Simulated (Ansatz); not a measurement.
# doublet [PH4]2+ at 6 levels

Wanted: a comparison of 6 runs (U-wB97X/6-31G, UCAM-B3LYP/3-21G, UCAM-B3LYP/6-31G, UPBE/3-21G, UCCSDT/3-21G, UCCSD/6-31G) of doublet [PH4]2+. 

The calculation is run with Ansatz 0.2.0.

### Step 1. The system as given

The species is [PH4]2+ (5 atoms), meant as a doublet with charge +2. SMILES of the parent species: `[PH4+]`. The shape is that of a GFN2-xTB optimisation. That shape belongs to the parent species and isn't relaxed for this state.

Bond lengths: P1–H2 1.375 Å, P1–H3 1.375 Å, P1–H4 1.375 Å, P1–H5 1.375 Å. Angles: H2–P1–H3 109.5°, H2–P1–H4 109.5°, H2–P1–H5 109.5°, H3–P1–H4 109.5°, H3–P1–H5 109.5°, H4–P1–H5 109.5°.

### Step 2. A single-point energy at U-wB97X/6-31G (run 1)

Input file run.yaml:

```yaml
crystal:
  periodic: [false, false, false]
  atoms:
    - symbol: P
      position_ang: [-0.000020, -0.000000, 0.000050]
    - symbol: H
      position_ang: [1.357460, -0.061330, 0.210450]
    - symbol: H
      position_ang: [-0.617320, -1.016050, 0.691010]
    - symbol: H
      position_ang: [-0.261860, -0.133750, -1.343340]
    - symbol: H
      position_ang: [-0.478250, 1.211140, 0.441830]
basis:
  gaussian: {orbitals: 6-31G}
total_charge: 2
magnetization: {spin_polarized: true, initial_magnetization: 1}
hamiltonian: {xc: {name: wB97X}}
accuracy: high
```

Command:

```
$ ansatz run run.yaml --threads 1 --pin off --max-ram 2610MiB --events-out events.jsonl --progress --plain --runs-dir runs
```

What it wrote:

```text
Warning: RAYON_NUM_THREADS=1 ignored (pool sized by the plan → 1); use --threads N
Functional definition: wB97X
  name "wB97X"
  parameter omega = 0.3/bohr
  parameter cx = 0.157706
  parameter cx1 = 0.726479
  parameter cx2 = 1.04760
  parameter cx3 = -5.70635
  parameter cx4 = 13.2794
  parameter css1 = -4.33879
  parameter css2 = 18.2308
  parameter css3 = -31.7430
  parameter css4 = 17.2901
  parameter cos1 = 2.37031
  parameter cos2 = -11.3995
  parameter cos3 = 6.58405
  parameter cos4 = -3.78132
  exchange = spin_sum(e_x_unif_sr(omega)*poly(b97_u_x, 1 - cx, cx1, cx2, cx3, cx4)) + cx*exact_x_sr(omega)
      + exact_x_lr(omega)
  correlation = spin_sum(e_c_pw_same_spin*poly(b97_u_same, 1, css1, css2, css3, css4))
      + integral(e_c_pw_opposite_spin*poly(b97_u_opposite, 1, cos1, cos2, cos3, cos4))
478 factors; integrals over basis functions are off by at most 3.8e-9 eV
185 factors; integrals over basis functions are off by at most 2.0e-9 eV
mean field evaluation 1: about -9320.4497 eV, gradient 8.7e0 eV
mean field evaluation 2: about -9320.9283 eV, gradient 2.2e0 eV
mean field evaluation 4: about -9320.9576 eV, gradient 4.2e-1 eV
mean field evaluation 8: about -9321.0330 eV, gradient 1.3e-1 eV
mean field evaluation 16: about -9321.0424 eV, gradient 3.8e-3 eV
mean field evaluation 32: about -9321.0424 eV, gradient 4.0e-7 eV
mean field -9321.04235547 eV, -342.5419885340 hartree, gradient 2.1e-8 eV, S^2 0.753207; 4 other end points of the search recorded, 0 dependent functions left out
reference -9321.04235367 eV, -342.5419884678 hartree; 9, 8 occupied and 12, 13 virtual orbitals, 478 factors
Total energy: -9321.04235367 eV, -342.5419884678 hartree
```

Run time: 14 s. Hardware: 1 thread of AMD EPYC 7R43 (Zen 3), shared host; peak memory 0.34 GiB.

### Step 3. A single-point energy at UCAM-B3LYP/3-21G (run 2)

Input file in.yaml:

```yaml
crystal:
  periodic: [false, false, false]
  atoms:
    - {symbol: P, position_ang: [-0.000020, -0.000000, 0.000050]}
    - {symbol: H, position_ang: [1.357460, -0.061330, 0.210450]}
    - {symbol: H, position_ang: [-0.617320, -1.016050, 0.691010]}
    - {symbol: H, position_ang: [-0.261860, -0.133750, -1.343340]}
    - {symbol: H, position_ang: [-0.478250, 1.211140, 0.441830]}
basis:
  gaussian: {orbitals: 3-21G.json}
total_charge: 2
magnetization: {spin_polarized: true, initial_magnetization: 1}
hamiltonian: {xc: {name: CAM-B3LYP}}
accuracy: high
```

The basis set 3-21G is read from a file made from the Basis Set Exchange's data (not shown).

Command:

```
$ ansatz run in.yaml --threads 1 --pin off --max-ram 2610MiB --events-out events.jsonl --progress --plain --runs-dir runs
```

What it wrote (excerpt; [...] marks lines left out):

```text
Warning: RAYON_NUM_THREADS=1 ignored (pool sized by the plan → 1); use --threads N
Functional definition: CAM-B3LYP
  name "CAM-B3LYP"
[...]
423 factors; integrals over basis functions are off by at most 4.4e-9 eV
166 factors; integrals over basis functions are off by at most 2.8e-9 eV
[...]
mean field -9274.49247643 eV, -340.8313120318 hartree, gradient 2.8e-8 eV, S^2 0.755827; 4 other end points of the search recorded, 0 dependent functions left out
reference -9274.49248933 eV, -340.8313125062 hartree; 9, 8 occupied and 12, 13 virtual orbitals, 423 factors
Total energy: -9274.49248933 eV, -340.8313125062 hartree
```

Wall time 2 s (1 thread of AMD EPYC 7R43 (Zen 3), shared host); peak memory 0.13 GiB.

Runs 3 to 5 aren't shown in full; the table further down has their settings and results.

### Step 4. A single-point energy at UCCSD/6-31G (run 6)

in.yaml: that of step 3 with these lines changed.

```diff
@@ -9,6 +9,7 @@
 basis:
-  gaussian: {orbitals: 3-21G.json}
+  gaussian: {orbitals: 6-31G}
 total_charge: 2
 magnetization: {spin_polarized: true, initial_magnetization: 1}
-hamiltonian: {xc: {name: CAM-B3LYP}}
+correlation: {method: ccsd, frozen_orbitals: {H: 0, P: 5}}
 accuracy: high
+scf: {omitted_lower_state_checks: [cluster_reference, increment]}
```

Command:

```
$ ansatz run in.yaml --threads 1 --pin off --max-ram 2610MiB --events-out events.jsonl --progress --plain --runs-dir runs
```

What it wrote:

```text
Warning: RAYON_NUM_THREADS=1 ignored (pool sized by the plan → 1); use --threads N
[... 15 lines left out ...]
5 core orbitals not correlated: weight in the atoms' cores, before any rotation towards them, 1.000 or more for the frozen orbitals, at most 0.000 for the correlated occupied ones
[... 35 lines left out ...]
Total energy: -9305.37836443 eV, -341.9663474809 hartree
Checks for a lower state left out: cluster_reference, increment
```

Wall time 0.65 s (1 thread of AMD EPYC 7R43 (Zen 3), shared host).

### Step 5. The series

| run | level | frozen core orbitals | energy (Eh) | ⟨S²⟩ | wall time |
| --- | --- | --- | --- | --- | --- |
| 1 | U-wB97X/6-31G | – | -342.541988 | 0.753 | 14 s |
| 2 | UCAM-B3LYP/3-21G | – | -340.831313 | 0.756 | 2 s |
| 3 | UCAM-B3LYP/6-31G | – | -342.548576 | 0.756 | 4.5 s |
| 4 | UPBE/3-21G | – | -340.672643 | 0.751 | 3.3 s |
| 5 | UCCSDT/3-21G | 5 | -340.270211 | 0.757 | 1.4 s |
| 6 | UCCSD/6-31G | 5 | -341.966347 | 0.757 | 0.65 s |

### Step 6. What came out

```
                                          quantity          value
                               run 6: total energy  -341.96635 Eh
run 6: correlation energy (5 core orbitals frozen)      -71.8 mEh
          run 6: ⟨S²⟩ of the reference determinant          0.757
                              run 6: T1 diagnostic          0.012
```

What this shows: Totals of different functionals can't be ranked against each other. All runs together took 26 s, the longest 14 s.
